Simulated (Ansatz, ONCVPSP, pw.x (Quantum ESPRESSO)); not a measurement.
What a changed setting does to a pw.x run (fcc W)

Potential: optimised norm-conserving Vanderbilt (ONCV), ONCVPSP 4.0.1.1 (patched build), LDA (Perdew-Wang 92); core [Kr] 4d10 4f14 5s2, reference 5p6 5d4 6s2; waves: 6s: rc 2.70 bohr, ncon 4, nbas 7, qcut 2.1 1/bohr, 2 projectors, debl 0.9 Ha; 5p: rc 1.85 bohr, ncon 3, nbas 6, qcut 5.8 1/bohr, 3 projectors, debl 2.9 Ha; 5d: rc 1.70 bohr, ncon 3, nbas 7, qcut 6.2 1/bohr, 2 projectors, debl 1.9 Ha; local part: polynomial inside 1.65 bohr (lpopt 5, dvloc0 6 Ha); core correction: Teter function fitted to the true core (icmod 2), fcfact 0.75.

The reference run (k-mesh 14³, cutoffs 50/200 Ry, Fermi–Dirac 0.01 Ry, mixing_beta 0.4, conv_thr 1e-9, no spin) gives -1.87 GPa at 15.687 Å³/atom, where all-electron LAPW gives 0.24 GPa. This run, with its own iteration cap, changes smearing to gauss.

```
&control
  calculation='scf', prefix='x', pseudo_dir='./', outdir='./tmp', tstress=.true., disk_io='none'
/
&system
  ibrav=0, nat=1, ntyp=1, ecutwfc=50, ecutrho=200, nbnd=14,
  occupations='smearing', smearing='gauss', degauss=0.01
/
&electrons
  conv_thr=1e-09, mixing_beta=0.4, electron_maxstep=50
/
ATOMIC_SPECIES
W 1.0 W.UPF
CELL_PARAMETERS angstrom
  0.00000000 1.98687235 1.98687235
  1.98687235 0.00000000 1.98687235
  1.98687235 1.98687235 0.00000000
ATOMIC_POSITIONS crystal
W 0.0000 0.0000 0.0000
K_POINTS automatic
14 14 14 0 0 0
```

```bash
pw.x < W.scf.in > W.scf.out
```

How does the run end?

It converges in 6 iterations; the free energy moves by +29.7 meV/atom and the pressure by -0.29 GPa. Gaussian smearing of the same width is narrower in effect than Fermi–Dirac, so its quadratic term in F is smaller.

```
Message from routine setup:
     using ibrav=0 with symmetry is DISCOURAGED, use correct ibrav instead
     lattice parameter (alat)  =       5.3099  a.u.
     unit-cell volume          =     105.8611 (a.u.)^3
     number of electrons       =        12.00
     number of Kohn-Sham states=           14
     kinetic-energy cutoff     =      50.0000  Ry
     charge density cutoff     =     200.0000  Ry
     scf convergence threshold =      1.0E-09
     Exchange-correlation= SLA  PW   NOGX NOGC
     number of k points=   104  Gaussian smearing, width (Ry)=  0.0100
     iteration #  1     ecut=    50.00 Ry     beta= 0.40
     total energy              =    -111.93761761 Ry
     estimated scf accuracy    <       0.03079051 Ry
     iteration #  2     ecut=    50.00 Ry     beta= 0.40
     total energy              =    -111.93729945 Ry
     estimated scf accuracy    <       0.00494333 Ry
     iteration #  3     ecut=    50.00 Ry     beta= 0.40
     total energy              =    -111.93780070 Ry
     estimated scf accuracy    <       0.00023971 Ry
     iteration #  4     ecut=    50.00 Ry     beta= 0.40
     total energy              =    -111.93781709 Ry
     estimated scf accuracy    <       0.00000340 Ry
     iteration #  5     ecut=    50.00 Ry     beta= 0.40
     total energy              =    -111.93781813 Ry
     estimated scf accuracy    <       0.00000014 Ry
     iteration #  6     ecut=    50.00 Ry     beta= 0.40
     the Fermi energy is    20.5145 ev
!    total energy              =    -111.93781815 Ry
     estimated scf accuracy    <          6.3E-10 Ry
     smearing contrib. (-TS)   =      -0.00080750 Ry
     The total energy is F=E-TS. E is the sum of the following terms:
     one-electron contribution =       1.20125158 Ry
     hartree contribution      =       8.79906064 Ry
     xc contribution           =     -34.01686542 Ry
     ewald contribution        =     -87.92045745 Ry
     convergence has been achieved in   6 iterations
          total   stress  (Ry/bohr**3)                   (kbar)     P=      -21.59
     Message from routine punch:
     Nothing written, as per user request (disk_io='none')
```

The run took about 14 s on one core of a shared host (Neoverse-N1, 64 threads, 124 GiB, load 55).
